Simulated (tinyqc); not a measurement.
Ways to converge the cycle: SCF convergence aids in the sto-6g basis, for H2F+, spin multiplicity 1. Computed by the program tinyqc with PySCF. RHF with one setting changed at a time; a run stops when the energy changes by less than 1e-09 hartree and the error matrix is below 1e-5. The start is the Wolfsberg-Helmholz matrix. Damping d keeps d of the old density; a shift (hartree) raises the virtual levels; DIIS n extrapolates F over n matrices.

Geometry (angstrom):
```
atom       x        y       z
F     0.0000   0.0000  0.0000
H     0.0000   0.7720  0.4770
H     0.0000  -0.8000  0.4940
```

lowest restricted solution found by these runs and by PySCF = -99.781164 hartree

Largest element of the error matrix X^T (FDS - SDF) X:
```
iteration    plain  damping 0.3  damping 0.6  shift 0.4   DIIS 3   DIIS 8
1          6.3e-01      6.3e-01      6.3e-01    6.3e-01  6.3e-01  6.3e-01
2          1.1e-01      2.1e-01      3.9e-01    1.6e-01  1.1e-01  1.1e-01
3          3.2e-02      9.7e-02      2.5e-01    6.7e-02  2.4e-02  2.4e-02
4          8.4e-03      4.8e-02      1.5e-01    2.7e-02  3.5e-03  3.5e-03
5          2.7e-03      2.4e-02      1.0e-01    1.2e-02  9.9e-04  9.9e-04
6          1.0e-03      1.2e-02      7.2e-02    5.8e-03  5.6e-06  8.6e-06
8          1.8e-04      2.8e-03      3.6e-02    1.8e-03        -        -
10         3.1e-05      7.8e-04      1.8e-02    5.6e-04        -        -
14               -      8.5e-05      4.6e-03    5.5e-05        -        -
20               -      3.6e-06      6.1e-04          -        -        -
30               -            -      3.4e-05          -        -        -
```

How each run ends:
```
run          iterations  E (hartree)         state
plain                12   -99.781164  lowest found
damping 0.3          20   -99.781164  lowest found
damping 0.6          40   -99.781164  lowest found
shift 0.4            18   -99.781164  lowest found
DIIS 3                7   -99.781164  lowest found
DIIS 8                7   -99.781164  lowest found
```

What does the comparison show, and why?

6 of 6 runs reach the lowest restricted solution found, in 7 to 40 iterations (fastest: DIIS 3, DIIS 8). Plain steps already contract here, so damping only slows them. DIIS 3 and DIIS 8 gain by cancelling the error over several earlier matrices, much as a quasi-Newton step does.
